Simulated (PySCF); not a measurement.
## Electric field gradients and quadrupole coupling constants

Compound: C2H5O2S (charge -1).
Geometry (PBE0-D3(BJ)/def2-SVP, Å), atoms numbered from 1 in this order:
```xyz
10
C2H5O2S angstrom
C     -1.198   -0.081    0.317
C     -0.352   -1.063   -0.457
S      1.460   -0.686   -0.067
O      1.530    0.759   -0.536
O      1.440   -0.835    1.446
H     -2.284   -0.204    0.158
H     -0.963   -0.194    1.388
H     -0.893    0.938    0.026
H     -0.534   -2.111   -0.164
H     -0.470   -0.964   -1.550
```

Field gradients from the PBE0/pcSseg-1 density (PySCF, non-relativistic), principal values in atomic units, ordered |Vxx| ≤ |Vyy| ≤ |Vzz|:

| atom | Vxx | Vyy | Vzz |
| --- | --- | --- | --- |
| S3 | 0.8858 | 1.1599 | -2.0457 |
| O4 | -0.5436 | -0.9949 | 1.5385 |
| O5 | -0.5398 | -0.9990 | 1.5388 |

Problem. Find the asymmetry η = (Vxx − Vyy)/Vzz and the couplings χ = eQV/h (234.96 MHz × Q in barn × V in au), with Q(33S) = −0.0678 b, Q(17O) = −0.0256 b.

Solution. 
| atom | environment | nucleus | η | χzz (MHz) | χxx (MHz) | χyy (MHz) |
| --- | --- | --- | --- | --- | --- | --- |
| S3 | sulfur bonded to C and 2 O | 33S | 0.13 | 32.59 | -14.11 | -18.48 |
| O4 | oxygen bonded to S | 17O | 0.29 | -9.25 | 3.27 | 5.98 |
| O5 | oxygen bonded to S | 17O | 0.30 | -9.26 | 3.25 | 6.01 |

Problem. What is Vzz at S3 in SI units (1 au = 9.71736 × 10²¹ V/m²)?

Solution. -2.0457 au = -19.879 × 10²¹ V/m².

Problem. What couplings would deuterons (Q(2H) = 0.00286 b) have in place of the hydrogens, at this geometry?

Solution. 
```json
{"atom": "H6", "bonded to": "C1", "bond length (Å)": "1.104", "Vzz (au)": "0.2976", "η": "0.01", "χzz (kHz)": "200"}
{"atom": "H7", "bonded to": "C1", "bond length (Å)": "1.102", "Vzz (au)": "0.2871", "η": "0.02", "χzz (kHz)": "193"}
{"atom": "H8", "bonded to": "C1", "bond length (Å)": "1.102", "Vzz (au)": "0.2866", "η": "0.02", "χzz (kHz)": "193"}
{"atom": "H9", "bonded to": "C2", "bond length (Å)": "1.104", "Vzz (au)": "0.2927", "η": "0.03", "χzz (kHz)": "197"}
{"atom": "H10", "bonded to": "C2", "bond length (Å)": "1.104", "Vzz (au)": "0.2927", "η": "0.03", "χzz (kHz)": "197"}
```

The structure is a single PBE0-D3(BJ)/def2-SVP conformer in the gas phase; no vibrational or solvent corrections. The pcSseg-1 basis has no diffuse functions, a weakness for an anion. With a basis this small, the couplings can be 20 % off.
